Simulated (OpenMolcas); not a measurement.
# OpenMolcas input wanted

SiH: 2 atoms, total charge 0, spin state doublet. SMILES: `[SiH]`. The shape is that of a GFN2-xTB optimisation.

| atom | x (Å) | y (Å) | z (Å) |
| --- | --- | --- | --- |
| Si | 0.0000 | 0.0000 | 0.0000 |
| H | 0.0000 | 0.0000 | 1.5166 |

Settings wanted:

| Setting | Value |
| --- | --- |
| method | HF |
| reference | ROHF |
| relativity | DKH2 |
| basis set | ANO-XS-MB |
| task | energy |
| nucleus | finite |

Question: Write the OpenMolcas 26.06 input and the command.

Answer: This one ran through:

step1.input:
```
>>> EXPORT MOLCAS_PRINT=2

&GATEWAY
 Coord
 2
 bohr
 Si     0.00000000     0.00000000     0.00000000
 H      0.00000000     0.00000000     2.86588305
 Basis = ANO-XS-MB
 Group = NoSym

&SEWARD
 Relativistic = R02E00

&SCF
 UHF
 Spin = 2
 PrOrbitals = 0

&RASSCF
 FileOrb = $Project.UnaOrb
 Spin = 2
 Nactel = 1 0 0
 Inactive = 7
 Ras2 = 1
 OutOrbitals = Canonical
 OrbListing = Nothing
```

```bash
$ export MOLCAS_MEM=1860
$ pymolcas step1.input > step1.log
```

Calculated total energy: -289.98211 Eh.
